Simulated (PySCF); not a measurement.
Species: C4H9N.
Structure used (GFN2-xTB), in Å, numbered top down from 1:
```xyz
14
C4H9N angstrom
C      1.4872   -0.7519   -0.3089
C      0.7470    0.3178    0.4971
C     -0.6064    0.5955   -0.1180
C     -1.7179   -0.3102    0.3074
N     -0.8567    1.4997   -0.9556
H      2.4757   -0.9258    0.1108
H      0.9392   -1.6915   -0.2972
H      1.6012   -0.4353   -1.3439
H      1.3407    1.2364    0.5020
H      0.6252   -0.0210    1.5276
H     -1.4350   -1.3504    0.1603
H     -1.9236   -0.1635    1.3667
H     -2.6130   -0.0899   -0.2657
H     -0.0644    2.0898   -1.2050
```

The closed-shell ground state was solved at several levels (PySCF, density fitting, gas phase, non-relativistic).

```csv
level,basis functions,total energy (Eh),HOMO (eV),LUMO (eV),gap (eV),dipole (D)
PBE0/def2-SVPD,172,-212.1842,-7.15,0.14,7.29,2.43
wB97X-D/def2-SVPD,172,-212.3716,-9.08,1.95,11.03,2.49
B3LYP/pcJ-1,225,-212.6041,-6.83,0.08,6.91,2.35
```

Estimate the row for PBE0/pcSseg-1, a basis of 130 functions; the other rows only guide the guess.

Total energy -212.2974 Eh, HOMO -7.09 eV, LUMO 0.33 eV, gap 7.42 eV, dipole 2.38 D.

Over all these levels, which gives the widest orbital gap and which the narrowest?

wB97X-D/def2-SVPD (range-separated hybrid) has the widest, 11.03 eV, and B3LYP/pcJ-1 (global hybrid, 20 % exact exchange) the narrowest, 6.91 eV. Functional and basis both differ between the two, so the spread mixes both effects.

How far do the dipole and the HOMO energy spread over the levels?

The dipole runs from 2.35 to 2.49 D (mean 2.41 D) and the HOMO from -9.08 to -6.83 eV.

One conformer stands for the species.

Note: wB97X-D ran without an empirical dispersion term, which enters the total energy and its gradient alone.
